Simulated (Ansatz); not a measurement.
Grey tin (α-Sn) was calculated with r²SCAN in Ansatz (PAW).

Numerical settings: plane-wave cutoff 600 eV, 20×20×20 k mesh, Fermi–Dirac smearing 0.05 eV, finite displacements, scalar-relativistic PAW data made under PBE.

Cell (relaxed at this level):

```yaml
crystal:
  lattice:
    - [0.00000, 3.28289, 3.28289]
    - [3.28289, 0.00000, 3.28289]
    - [3.28289, 3.28289, 0.00000]
  atoms:
    - { symbol: Sn, position: [0.50000, 0.50000, 0.50000] }
    - { symbol: Sn, position: [0.75000, 0.75000, 0.75000] }
```

Problem. What does this level give for the zone-centre TO phonon frequency?

Solution. 
- zone-centre TO phonon frequency: 189 cm⁻¹

Measured, for comparison: zone-centre TO phonon frequency 200 cm⁻¹ (low temperature, zero-point motion not removed; as tabulated in Tanner et al. (2021), arXiv:2110.11888). Computed (rounded) less measured: zone-centre TO phonon frequency -6 %.

Note: the solid has no gap at this level, which affects its response.

Spin–orbit coupling is not included.

Computing time: roughly 50 core-minutes.

Ansatz is an electronic-structure program.
